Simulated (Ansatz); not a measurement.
in.yaml

```yaml
crystal:
  periodic: [false, false, false]
  atoms:
    - {symbol: Si, position_ang: [0.000000, 0.000000, 0.000000]}
    - {symbol: Ge, position_ang: [0.000000, 0.000000, 2.463500]}
basis:
  gaussian: {orbitals: aug-cc-pVDZ}
total_charge: -1
magnetization: {spin_polarized: false, initial_magnetization: 1}
correlation: {method: ccsd, electrons: outside_noble_gas}
scf: {omitted_lower_state_checks: [cluster_reference]}
```

```sh
$ ansatz run in.yaml --threads 1 --pin off --events-out ev --progress --plain --max-ram 2393MiB
```

Log:

```
these checks for a lower state are left out or cut short: cluster_reference
693 factors; integrals over basis functions are off by at most 6.5e-4 eV
mean field evaluation 1: about -64332.1311 eV, gradient 8.3e0 eV
mean field evaluation 2: about -64332.1313 eV, gradient 8.3e0 eV
mean field evaluation 4: about -64332.8372 eV, gradient 1.2e0 eV
mean field evaluation 8: about -64332.8557 eV, gradient 4.9e-2 eV
mean field evaluation 16: about -64332.8558 eV, gradient 7.9e-5 eV
mean field evaluation 32: about -64333.6079 eV, gradient 5.7e-2 eV
mean field evaluation 64: about -64333.6079 eV, gradient 2.1e-6 eV
mean field evaluation 96: about -64333.5932 eV, gradient 8.7e-1 eV
mean field -64333.60788288 eV, -2364.2164828102 hartree, gradient 1.8e-6 eV, S^2 0.750000; 12 other end points of the search recorded, 0 dependent functions left out
19 core orbitals not correlated: weight in the atoms' cores, before any rotation towards them, 1.000 or more for the frozen orbitals, at most 0.000 for the correlated occupied ones
reference -64333.60788288 eV, -2364.2164828102 hartree; 5, 4 occupied and 39, 40 virtual orbitals, 693 factors
second order -4.76343605 eV of doubles, -0.03135538 eV of singles
cycle   1  -5.08938444 eV  change   -2.9e-1 eV  update   9.8e-2
cycle   2  -5.32205663 eV  change   -2.3e-1 eV  update   3.6e-2
cycle   3  -5.38273999 eV  change   -6.1e-2 eV  update   1.8e-2
cycle   4  -5.38504061 eV  change   -2.3e-3 eV  update   5.9e-3
cycle   5  -5.38493049 eV  change    1.1e-4 eV  update   2.2e-3
cycle   6  -5.38462873 eV  change    3.0e-4 eV  update   9.4e-4
cycle   7  -5.38477602 eV  change   -1.5e-4 eV  update   4.5e-4
cycle   8  -5.38485429 eV  change   -7.8e-5 eV  update   2.6e-4
cycle   9  -5.38480464 eV  change    5.0e-5 eV  update   1.3e-4
cycle  10  -5.38481232 eV  change   -7.7e-6 eV  update   5.5e-5
cycle  11  -5.38481740 eV  change   -5.1e-6 eV  update   2.3e-5
cycle  12  -5.38481362 eV  change    3.8e-6 eV  update   1.2e-5
cycle  13  -5.38481558 eV  change   -2.0e-6 eV  update   7.4e-6
Total energy: -64338.99269846 eV, -2364.4143711330 hartree
Checks for a lower state left out: cluster_reference
```

Ran on 1 thread of Intel Xeon, shared host: 34 s wall, 0.2 GiB peak host memory.
